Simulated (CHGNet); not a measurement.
2H WSe2

All values below come from the machine-learned potential CHGNet 0.3.0 (trained on PBE and PBE+U data).

Cell: relaxed at this level.

| Property | Result |
|---|---|
| lattice parameter a | 3.321 Å |
| c axis length | 18.012 Å |

Measured, for comparison: lattice constant a 3.282 Å, lattice parameter c 12.96 Å (300 K, not corrected to a static lattice; as tabulated in arXiv:1605.07067). Computed (rounded) less measured: lattice constant a +1.2 %, lattice parameter c +39.0 %.

A machine-learned potential is trained on density-functional data: it inherits that level's misses and adds fitting errors of its own.

Note: the model's c/a of 5.42 is far from the 3.95 of the starting cell; this model's volume lies 42 % above that of the starting cell (a measured, published or database cell); the cell moved over 20 % in volume from its start.
